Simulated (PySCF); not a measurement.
# BN₂: relaxation and vibrations of the quartet

Where does quartet BN₂ go from a end-on start, is the end point a minimum, and what are its modes, charges and moments?

Method: PBE0, basis B def2-TZVP, N def2-TZVP, no relativity, density fitting; program: PySCF 2.14.0.

## (1) The system as given

3 atoms, charge 0, spin multiplicity 4.

Bond lengths: B1–N2 1.607 Å, N2–N3 1.204 Å. Angles: B1–N2–N3 119.9°.

Coordinates in bohr (charge 0 multiplicity 4):
```
B     0.0000    0.0000    0.0000
N     0.0000    0.0000    3.0364
N     1.9729    0.0000    4.1702
```

## (2) The SCF at the typed geometry

One driver script runs all steps and calls PySCF; scf.py shows how it sets up the SCF of each step. The optimiser is the driver's own. After this first run the driver tries any further starts and a stability analysis.

Contents of scf.py:

```python
from pyscf import gto, scf, dft
mol = gto.M(atom='''
B      0.000000     0.000000     0.000000
N      0.000000     0.000000     1.606800
N      1.044000     0.000000     2.206800''',
    basis={'B': 'def2-TZVP', 'N': 'def2-TZVP'},
    charge=0, spin=3)
mf = dft.UKS(mol, xc='PBE0')
mf.grids.atom_grid = (50, 194)
aux = {'B': 'def2-universal-JKFIT', 'N': 'def2-universal-JKFIT'}
mf = mf.density_fit(auxbasis=aux)
mf.conv_tol = 1e-08
mf.diis_space = 10
mf.max_cycle = 60
mf.init_guess = 'minao'
mf.verbose = 4
mf.kernel()
```

Started as:

```
OMP_NUM_THREADS=2 python axn.py task.json out
```

Standard output:

```text
init E= -134.188492721788
[... the frontier-level lines of each cycle are left out ...]
cycle= 1 E= -133.90305915372  delta_E= 0.285  |g|= 0.294  |ddm|= 1.25
cycle= 2 E= -132.590224967098  delta_E= 1.31  |g|= 1.43  |ddm|= 1.35
cycle= 3 E= -133.984752383636  delta_E= -1.39  |g|= 0.138  |ddm|= 1.08
cycle= 4 E= -133.994881255369  delta_E= -0.0101  |g|= 0.112  |ddm|= 0.147
cycle= 5 E= -133.999885947242  delta_E= -0.005  |g|= 0.0394  |ddm|= 0.0691
cycle= 6 E= -134.001532023558  delta_E= -0.00165  |g|= 0.0112  |ddm|= 0.0502
cycle= 7 E= -134.001700997589  delta_E= -0.000169  |g|= 0.00399  |ddm|= 0.0179
cycle= 8 E= -134.001741253475  delta_E= -4.03e-05  |g|= 0.00246  |ddm|= 0.0109
cycle= 9 E= -134.001757585919  delta_E= -1.63e-05  |g|= 0.0015  |ddm|= 0.00793
cycle= 10 E= -134.001767108541  delta_E= -9.52e-06  |g|= 0.000823  |ddm|= 0.00787
cycle= 11 E= -134.001771594885  delta_E= -4.49e-06  |g|= 0.000459  |ddm|= 0.00751
cycle= 12 E= -134.00177252862  delta_E= -9.34e-07  |g|= 0.000219  |ddm|= 0.00361
cycle= 13 E= -134.00177271927  delta_E= -1.91e-07  |g|= 4.63e-05  |ddm|= 0.00202
cycle= 14 E= -134.001772721994  delta_E= -2.72e-09  |g|= 2.03e-05  |ddm|= 0.000105
Extra cycle  E= -134.001772722596  delta_E= -6.02e-10  |g|= 2.13e-05  |ddm|= 4.67e-05
converged SCF energy = -134.001772722596  <S^2> = 3.7895586  2S+1 = 4.0197306
```

This step, with its further starts and checks, took 8.2 s on 2 threads of Arm Neoverse V1, shared host.

The starts that the driver tried:

| start | energy (Eh) |
| --- | --- |
| the minimal-basis guess | -134.001773 |
| a thermally smeared density | -134.001773 |
| a smeared PBE density | -134.001773 |

The test of internal stability and the other starts found no lower solution of this spin.

## (3) Relaxing the quartet from the end-on start

The program finds Cs symmetry in the start, which this walk keeps.

scf.py: that of step 2 with these lines changed.

```diff
@@ -3,3 +3,3 @@
-B      0.000000     0.000000     0.000000
-N      0.000000     0.000000     1.606800
-N      1.044000     0.000000     2.206800''',
+B     -0.374703     0.000000    -1.368743
+N     -0.374703     0.000000     0.238057
+N      0.669297     0.000000     0.838057''',
@@ -15 +14,0 @@
-mf.init_guess = 'minao'
```

Energy and gradient, step by step:

| step | energy (Eh) | change (kJ/mol) | largest symmetric gradient (Eh/bohr) |
| --- | --- | --- | --- |
| 0 | -134.001773 | 0.00 | 0.10011 |
| 1 | -134.053165 | -134.93 | 0.07751 |
| 2 | -134.057785 | -147.06 | 0.23000 |
| 3 | -134.081242 | -208.65 | 0.07116 |
| 4 | -134.086271 | -221.85 | 0.03320 |
| 5 | -134.088612 | -228.00 | 0.01862 |
| 6 | -134.089172 | -229.47 | 0.00189 |
| 7 | -134.089183 | -229.50 | 0.00046 |
| 8 | -134.089184 | -229.50 | 0.00011 |

The walk took 11 s.

Geometry (Å) and forces (eV/Å) at some steps:

```
step 0
B   -0.375   0.000  -1.369  -1.094   0.000   4.595
N   -0.375   0.000   0.238   3.057   0.000  -5.148
N    0.669   0.000   0.838  -1.963   0.000   0.553
step 1
B   -0.425   0.000  -1.297  -1.078   0.000   3.274
N   -0.282   0.000   0.113   2.807   0.000  -3.986
N    0.627   0.000   0.891  -1.729   0.000   0.712
step 4
B   -0.562   0.000  -1.271   0.345   0.000   1.707
N   -0.065   0.000  -0.019   0.800   0.000  -0.489
N    0.547   0.000   0.998  -1.145   0.000  -1.218
step 8
B   -0.581   0.000  -1.236  -0.002   0.000  -0.006
N   -0.006   0.000  -0.054   0.003   0.000   0.006
N    0.506   0.000   0.997  -0.001   0.000   0.000
```

It settles in C∞v symmetry, 229.5 kJ/mol below the start, after 8 steps: B–N 1.314 Å, N–N 1.170 Å; B–N–N 180.0°.

## (4) Hessian and properties

The point is checked on the finer grid, and tightened if its gradient asks for it. The Hessian and the dipole derivatives come from central differences of analytic gradients, with steps of 0.02 bohr.

scf.py: that of step 3 with these lines changed.

```diff
@@ -3,3 +3,3 @@
-B     -0.374703     0.000000    -1.368743
-N     -0.374703     0.000000     0.238057
-N      0.669297     0.000000     0.838057''',
+B     -0.596621     0.000000    -1.225655
+N     -0.021434     0.000000    -0.044031
+N      0.490506    -0.000000     1.007658''',
@@ -9 +9 @@
-mf.grids.atom_grid = (50, 194)
+mf.grids.atom_grid = (75, 302)
@@ -12 +12 @@
-mf.conv_tol = 1e-08
+mf.conv_tol = 1e-10
```

The driver hands on the density of the step before, so the log starts near convergence.

SCF at the final geometry:

```text
init E= -134.089182798359
[... the frontier-level lines of each cycle are left out ...]
cycle= 1 E= -134.089182798328  delta_E= 3.09e-11  |g|= 9.73e-06  |ddm|= 9.87e-06
Extra cycle  E= -134.08918279823  delta_E= 9.86e-11  |g|= 1.67e-05  |ddm|= 1.77e-05
converged SCF energy = -134.08918279823  <S^2> = 3.7928991  2S+1 = 4.0213924
```

The whole step took 19 s.

Geometry: C∞v; B–N 1.314 Å, N–N 1.170 Å; B–N–N 180.0°.

Modes, for the most abundant isotopes:

| symmetry | ω (cm⁻¹) | IR (km/mol) | μ (u) |
| --- | --- | --- | --- |
| π | 470 | 1.3 | 13.35 |
| σ+ | 1286 | 1.3 | 11.85 |
| σ+ | 1703 | 251 | 13.82 |

No imaginary mode, so this is a minimum.

Constants and moments:

- Dipole moment: 1.49 D
- Highest occupied level: -6.92 eV
- Lowest empty level: -3.15 eV
- Rotational constants: 0.4427 cm⁻¹
- Zero-point energy: 23.5 kJ/mol
- Principal polarisabilities: 18.1, 18.1, 48.2 bohr³
- Atomisation energy without zero-point energy: 1006 kJ/mol
- Principal traceless quadrupole moments about the centre of mass: -1.10, 0.55, 0.55 D Å
- Entropy at 298.15 K and 1 bar (electronic part: spin only): 231.8 J/(mol K)
- Heat capacity Cp at 298.15 K: 40.9 J/(mol K)
- Enthalpy at 298.15 K above 0 K: 10.01 kJ/mol
- Rotational symmetry number: 1
- Spin squared ⟨S²⟩: 3.793

Charges (e) and bond orders:

| atom | Mulliken | Löwdin | polar tensor | spin (Mulliken) | Mayer order to B1 |
| --- | --- | --- | --- | --- | --- |
| B1 | -0.05 | -0.20 | 0.01 | 2.01 | – |
| N2 | 0.23 | 0.15 | 0.44 | -0.18 | 1.87 |
| N3 | -0.18 | 0.05 | -0.45 | 1.17 | 0.35 |

Mulliken populations on B1: s 3.02, p 1.94, d 0.08, f 0.01.

## (5) Summary of results

| quantity | value |
| --- | --- |
| minimum | quartet, C∞v |
| geometry | B–N 1.314 Å, N–N 1.170 Å; B–N–N 180.0° |
| wavenumbers (cm⁻¹) | 470 (π), 1286 (σ+), 1703 (σ+) |
| dipole moment | 1.49 D |
| highest occupied, lowest empty level (either spin) | -6.92, -3.15 eV |
| polar-tensor charge of B1 | +0.01 e |
| zero-point energy | 23.5 kJ/mol |
| entropy at 298.15 K | 231.8 J/(mol K) |
| atomisation energy (no zero-point energy) | 1006 kJ/mol |
| ⟨S²⟩ | 3.793 |

In words: From Cs at the start the molecule goes to a C∞v minimum. In the infrared the band at 1703 cm⁻¹ (σ+) leads. Most of the spin sits on B1 (Mulliken spin 2.01, against 3 for the whole molecule). Only this shape and spin were tried, so other structures or states may lie lower.

The search up to here took 38 s.
